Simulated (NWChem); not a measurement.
## Correlation energy of H2P

```
P
H 1 1.4464
H 1 1.4464 2 90.69
```
Charge 0, spin multiplicity 2.

Program: NWChem. Structure: optimised with UPBE/def2-SVP, a minimum by its harmonic frequencies.

Basis set: cc-pVTZ. Each correlation energy counts from its own Hartree-Fock reference.

| method | correlation energy (mHa) |
|---|---|
| URI-MP2 | -137.5 |
| UMP2 | -137.5 |
| SCS-UMP2 | -144.3 |
| CCSD on ROHF | -169.8 |
| CCSD[T] on ROHF | -175.9 |
| CCSD(T) on ROHF | -175.8 |
| CCSD on UHF | -164.5 |
| CCSD[T] on UHF | -170.3 |
| CCSD(T) on UHF | -170.2 |

The values span 38.3 mHa, from CCSD[T] on ROHF (lowest) to URI-MP2 (highest). 

The correlated methods keep 5 core orbitals frozen. The structure started from a generated list of species. The unpaired electrons of the parent sit in orbitals of symmetry b2 (C2v labels of the run); other states weren't searched. No SCF solution was tested for a lower state. Open-shell Hartree-Fock references start from PBE0 orbitals. No row is a measurement; the coupled-cluster row has its own basis-set and correlation limits.
